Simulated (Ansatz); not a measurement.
# BGe⁺, singlet: reading a ladder of total energies

Geometry: a PBE0/def2-TZVP stationary point for this spin. The triplet lies 0.3 eV lower here.

```xyz
2

Ge    0.0000    0.0000    0.0000
B     0.0000    0.0000    2.5640
```

Basis cc-pVTZ; Ansatz 0.2.0. Correlated methods freeze the noble-gas cores and the filled d shells of p-block atoms, which leaves 6 electrons in 58 orbitals. Prefix R: restricted or restricted open-shell reference. No spin–orbit coupling is included, and no scalar relativity.

Full CI is exact within this basis and frozen core; it isn't the basis-set limit.

Runs differ by some tens of microhartree through their thresholds, so steps under 0.03 kcal/mol mean nothing.

```csv
level,total energy (hartree)
RHF,-2099.636167
RMP2,-2099.750816
RCCSD,-2099.791878
RCCSD(T),-2099.797451
RCCSDT,-2099.798680
RCCSDT(Q),-2099.799224
RCCSDTQ,-2099.799419
full CI,-2099.799455
```

**Question.** What is the correlation energy at full CI, and what share of it do RMP2 and RCCSD recover?

**Answer.** E(corr) = -2099.799455 − (-2099.636167) = -0.163288 hartree = -4.443 eV. RMP2: -0.114649 / -0.163288 = 70.21 %. RCCSD: -0.155711 / -0.163288 = 95.36 %.

**Question.** By how many kcal/mol does RCCSD(T) miss full CI (1 hartree = 627.509 kcal/mol), and which steps make up the rest?

**Answer.** -2099.797451 − (-2099.799455) = 0.002004 hartree = 1.26 kcal/mol. Steps: RCCSDT − RCCSD(T) = -0.77, RCCSDT(Q) − RCCSDT = -0.34, RCCSDTQ − RCCSDT(Q) = -0.12, full CI − RCCSDTQ = -0.02 kcal/mol. Differences between like states or geometries often cancel part of this.
